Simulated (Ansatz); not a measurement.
# PF₂ (sextet): the correlation ladder, def2-TZVPP

The task here is to estimate one member of a computed series from the others.

Method: def2-TZVPP, core rule «outside noble gas», up to 7 orbitals frozen; program: Ansatz 0.2.0, Gaussian basis.

The runs, in order: UHF; ROHF; CCSD(T) on UHF.

### The geometry

The geometry is a PBE0/def2-TZVP stationary point (not a proven minimum) of the parent state, kept for this charge and spin.

3 atoms, charge 0, spin multiplicity 6.

Atoms are counted from 1 here; the program's logs count them from 0.

Bond lengths: F1–P2 1.636 Å, P2–F3 1.636 Å. Angles: F1–P2–F3 180.0°.

Set-up of the first run:

The input, in.yaml:

```yaml
crystal:
  periodic: [false, false, false]
  atoms:
    - {symbol: F, position_ang: [0.000000, 0.000000, 1.635900]}
    - {symbol: P, position_ang: [0.000000, 0.000000, 0.000000]}
    - {symbol: F, position_ang: [0.000000, 0.000000, -1.635900]}
basis:
  gaussian: {orbitals: def2-TZVPP}
magnetization: {spin_polarized: true, initial_magnetization: 5}
hamiltonian: {xc: hf}
output: {orbitals: {seedname: orbitals}}
```

The run is started by

```sh
$ ansatz run in.yaml --threads 1 --pin off --events-out ev --progress --plain --max-ram 4096MiB --backend cpu
```

Among the steps run: UHF; ROHF; CCSD(T) on UHF.

One table of the session follows, with a row left open; its other results are not shown here.

| method | from UCCSD(T) (kJ/mol) |
| --- | --- |
| ROHF | ? |
| UHF | +1529.9 |
| UMP2 | +104.5 |
| UCCSD | +47.5 |
| UCCSD(T) | 0 |

Q: Estimate the row for ROHF from the others.

As computed: from UCCSD(T) (kJ/mol): +1561.1. In the column «from UCCSD(T) (kJ/mol)» it is the highest.
